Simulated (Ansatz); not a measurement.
2H MoS2, treated with rVV10 (Ansatz, a first-principles code, plane waves, PAW).

Rigid layers of the crystal as relaxed at this level are moved apart or together:

```
run   k mesh  layer repeat (Å)  energy against free layers (meV/Å²)  gap on the mesh (eV)
---  -------  ----------------  -----------------------------------  --------------------
1    12×12×4             5.845                               -22.50                 0.540
2    12×12×4             5.995                               -26.68                 0.666
3    12×12×4             6.145                               -28.29                 0.784
4    12×12×4             6.345                               -27.97                 0.930
5    12×12×4             6.645                               -24.89                 1.120
6    12×12×4             7.145                               -18.25                 1.302
7    12×12×2             8.145                                -8.97                 1.479
8    12×12×2            10.145                                -2.66                 1.571
```

The lowest energy of these points lies at a layer repeat of 6.14 Å.

Spin–orbit coupling is not included.
